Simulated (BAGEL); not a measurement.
# HF/3-21G (density fitting with qzvpp-jkfit) run of C2HClFO+ (SMILES [O+]#CC(F)Cl)

What is the energy change on altering one bond length of C2HClFO+ at HF/3-21G (density fitting with qzvpp-jkfit)? 

Program for the calculation: BAGEL 1.2.2.

1 further run of the same task is left out (set aside as unsound or not needed). Runs told in other sessions of the task aren't counted.

### 1 The structure to begin with

The species is C2HClFO+ (6 atoms), meant as a singlet with charge +1. SMILES: `[O+]#CC(F)Cl`. Geometry: relaxed at GFN2-xTB.

Bond lengths: O1–C2 1.116 Å, C2–C3 1.434 Å, C3–F4 1.318 Å, C3–Cl5 1.862 Å, C3–H6 1.107 Å. Angles: O1–C2–C3 178.1°, C2–C3–F4 116.3°, C2–C3–Cl5 86.6°, F4–C3–Cl5 113.1°, C2–C3–H6 116.5°, F4–C3–H6 110.6°, Cl5–C3–H6 111.8°.

### 2 A single-point energy at HF/3-21G (density fitting with qzvpp-jkfit)

calc.json reads:

```json
{ "bagel": [

{
  "title": "molecule",
  "basis": "3-21g",
  "df_basis": "qzvpp-jkfit",
  "angstrom": "true",
  "geometry": [
    { "atom": "O", "xyz": [    1.385050,   -0.720780,    1.330660 ] },
    { "atom": "C", "xyz": [    0.560810,   -0.402670,    0.648600 ] },
    { "atom": "C", "xyz": [   -0.474190,    0.045930,   -0.237080 ] },
    { "atom": "F", "xyz": [   -0.795630,   -0.771000,   -1.220490 ] },
    { "atom": "Cl", "xyz": [    0.707750,    1.386410,   -0.759620 ] },
    { "atom": "H", "xyz": [   -1.383790,    0.462100,    0.237930 ] }
  ]
},
{ "title": "hf", "charge": 1 },
{ "title": "print", "file": "orbitals.molden", "orbitals": "true" }

]}
```

The run is started by

```bash
BAGEL_NUM_THREADS=1 BAGEL calc.json > calc.out
```

Standard output:

```text
* using 1 threads per process

  ===============================================================
  ===============================================================

  *** Geometry ***

  { "atom" : "O", "xyz" : [      2.617365,     -1.362077,      2.514583 ] },
  { "atom" : "C", "xyz" : [      1.059777,     -0.760936,      1.225676 ] },
  { "atom" : "C", "xyz" : [     -0.896089,      0.086795,     -0.448016 ] },
  { "atom" : "F", "xyz" : [     -1.503523,     -1.456979,     -2.306392 ] },
  { "atom" : "Cl", "xyz" : [      1.337454,      2.619935,     -1.435474 ] },
  { "atom" : "H", "xyz" : [     -2.614984,      0.873242,      0.449623 ] },

  Number of auxiliary basis functions:      450

  Since a DF basis is specified, we compute 2- and 3-index integrals:
    o Being stored without compression. Storage requirement is 0.009 GB

  Number of basis functions:       51
  Number of electrons      :       47

    * METHOD: MOLECULE                             0.24

  *** RHF ***

  === Nuclear Repulsion ===
   209.5053795870

      * DIIS with orbital gradients will be used.

  === RHF iteration (3-21g) ===
      0       -705.85550264          0.03481884           0.05
      1       -705.93968555          0.03489167           0.05
      2       -706.12520477          0.00345101           0.05
      3       -706.12804484          0.00155473           0.05
      4       -706.12877479          0.00032107           0.05
      5       -706.12885477          0.00012838           0.05
      6       -706.12886513          0.00005332           0.05
      7       -706.12886706          0.00001870           0.05
      8       -706.12886728          0.00001027           0.05
      9       -706.12886734          0.00000550           0.05
     10       -706.12886736          0.00000197           0.05
     11       -706.12886737          0.00000091           0.05
     12       -706.12886737          0.00000051           0.05
     13       -706.12886737          0.00000020           0.05
     14       -706.12886737          0.00000009           0.05
     15       -706.12886737          0.00000005           0.05
     16       -706.12886737          0.00000002           0.05
     17       -706.12886737          0.00000001           0.05
     18       -706.12886737          0.00000001           0.05
    * SCF iteration converged.

    * Permanent dipole moment:
           (    0.591286,     0.322705,    -1.294731) a.u.

    * METHOD: HF                                   1.09

    * METHOD: PRINT                                0.01

  ===============================================================
```

Wall time 1.5 s (1 thread of Arm Neoverse N1, shared host); peak memory 0.084 GiB.

### 3 The distorted shape at the same level

calc.json reads:

```json
{ "bagel": [

{
  "title": "molecule",
  "basis": "3-21g",
  "df_basis": "qzvpp-jkfit",
  "angstrom": true,
  "geometry": [
    { "atom": "O", "xyz": [       2.213022,      -1.079648,       2.039180 ] },
    { "atom": "C", "xyz": [       1.388782,      -0.761538,       1.357120 ] },
    { "atom": "C", "xyz": [      -0.474190,       0.045930,      -0.237080 ] },
    { "atom": "F", "xyz": [      -0.795630,      -0.771000,      -1.220490 ] },
    { "atom": "Cl", "xyz": [       0.707750,       1.386410,      -0.759620 ] },
    { "atom": "H", "xyz": [      -1.383790,       0.462100,       0.237930 ] }
  ]
},

{ "title": "hf", "charge": 1 },

{ "title": "print", "file": "orbitals.molden", "orbitals": true }

]}
```

The run is started by

```bash
BAGEL_NUM_THREADS=1 BAGEL calc.json > calc.out
```

Standard output:

```text
* using 1 threads per process

  ===============================================================
  ===============================================================

  *** Geometry ***

  { "atom" : "O", "xyz" : [      4.182005,     -2.040239,      3.853492 ] },
  { "atom" : "C", "xyz" : [      2.624418,     -1.439098,      2.564585 ] },
  { "atom" : "C", "xyz" : [     -0.896089,      0.086795,     -0.448016 ] },
  { "atom" : "F", "xyz" : [     -1.503523,     -1.456979,     -2.306392 ] },
  { "atom" : "Cl", "xyz" : [      1.337454,      2.619935,     -1.435474 ] },
  { "atom" : "H", "xyz" : [     -2.614984,      0.873242,      0.449623 ] },

  Number of auxiliary basis functions:      450

  Since a DF basis is specified, we compute 2- and 3-index integrals:
    o Being stored without compression. Storage requirement is 0.009 GB

  Number of basis functions:       51
  Number of electrons      :       47

    * METHOD: MOLECULE                             0.23

  *** RHF ***

  === Nuclear Repulsion ===
   181.1985800439

      * DIIS with orbital gradients will be used.

  === RHF iteration (3-21g) ===
      0       -705.79406810          0.03480330           0.05
      1       -705.88062896          0.03490754           0.05
      2       -706.07987965          0.00277938           0.05
      3       -706.08346125          0.00176714           0.05
      4       -706.08465754          0.00056127           0.05
      5       -706.08498182          0.00021080           0.05
      6       -706.08503563          0.00008050           0.05
      7       -706.08504101          0.00003787           0.05
      8       -706.08504186          0.00002004           0.05
      9       -706.08504207          0.00000764           0.05
     10       -706.08504211          0.00000438           0.05
     11       -706.08504211          0.00000178           0.05
     12       -706.08504211          0.00000068           0.05
     13       -706.08504211          0.00000035           0.05
     14       -706.08504211          0.00000021           0.05
     15       -706.08504211          0.00000011           0.05
     16       -706.08504211          0.00000006           0.05
     17       -706.08504211          0.00000003           0.05
     18       -706.08504211          0.00000001           0.05
     19       -706.08504211          0.00000001           0.05
    * SCF iteration converged.

    * Permanent dipole moment:
           (    1.454136,    -0.284273,    -0.239704) a.u.

    * METHOD: HF                                   1.16

    * METHOD: PRINT                                0.01

  ===============================================================
```

Wall time 1.6 s (1 thread of Arm Neoverse N1, shared host); peak memory 0.084 GiB.

### 4 Results

Level: HF/3-21G (density fitting with qzvpp-jkfit).

```
                                                         quantity          value
                                        first shape: total energy  -706.12887 Eh
                                         first shape: HOMO energy      -19.49 eV
                                         first shape: LUMO energy       -5.50 eV
                                       first shape: HOMO–LUMO gap       13.99 eV
                                    distorted shape: total energy  -706.08504 Eh
                                     distorted shape: HOMO energy      -19.60 eV
                                     distorted shape: LUMO energy       -7.81 eV
                                   distorted shape: HOMO–LUMO gap       11.79 eV
energy change with the C2–C3 bond stretched from 1.434 to 2.582 Å       1.193 eV
```

**Reading.** With the C2–C3 bond stretched from 1.434 to 2.582 Å the energy rises by 1.19 eV (115 kJ/mol). The first shape isn't relaxed at this level, so the change isn't measured from a minimum.
